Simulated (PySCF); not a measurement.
C3H8O (1-propanol), optimised at PBE0/def2-TZVP:

```xyz
12

C     -1.1921     0.7701     0.0963
C     -0.4117    -0.4739    -0.2915
C      0.9235    -0.5914     0.4209
O      1.8006     0.4834     0.1474
H     -2.1258     0.8467    -0.4651
H     -0.6064     1.6715    -0.0926
H     -1.4426     0.7572     1.1607
H     -0.9970    -1.3740    -0.0716
H     -0.2372    -0.4858    -1.3753
H      0.7716    -0.5747     1.5040
H      1.3966    -1.5518     0.1736
H      1.9967     0.4776    -0.7931
```

Computed with PySCF (xtb for GFN2) and rigid-rotor harmonic-oscillator thermochemistry at 1 bar. 6-31G* has spherical d functions here. All species are closed-shell singlets. B3LYP is the form with VWN-RPA correlation.

### Question
List the harmonic frequencies (cm⁻¹, unscaled) at this level and at the other levels, each on its own geometry.

### Answer
- PBE0/def2-TZVP: 151, 217, 281, 325, 493, 773, 880, 906, 996, 1087, 1110, 1140, 1241, 1302, 1371, 1380, 1404, 1419, 1473, 1486, 1499, 1502, 3005, 3024, 3050, 3064, 3088, 3120, 3135, 3857
- B3LYP/6-31G*: 153, 224, 302, 339, 496, 781, 868, 917, 994, 1094, 1101, 1137, 1257, 1315, 1393, 1403, 1430, 1448, 1514, 1525, 1539, 1541, 2994, 3017, 3049, 3056, 3091, 3112, 3132, 3728
- GFN2-xTB: 135, 197, 302, 349, 492, 811, 910, 917, 1015, 1067, 1112, 1129, 1211, 1259, 1316, 1342, 1351, 1414, 1478, 1487, 1497, 1504, 2861, 2953, 2985, 2988, 3037, 3040, 3044, 3540
- HF/6-31G*: 156, 241, 313, 354, 528, 840, 922, 988, 1071, 1179, 1191, 1239, 1358, 1424, 1509, 1520, 1562, 1576, 1632, 1642, 1653, 1668, 3171, 3189, 3201, 3215, 3257, 3270, 3285, 4086
- PBE/def2-SVP: 162, 224, 300, 333, 490, 752, 855, 879, 965, 1053, 1076, 1102, 1194, 1250, 1311, 1330, 1351, 1366, 1406, 1413, 1433, 1435, 2898, 2943, 2972, 2992, 3004, 3056, 3071, 3691
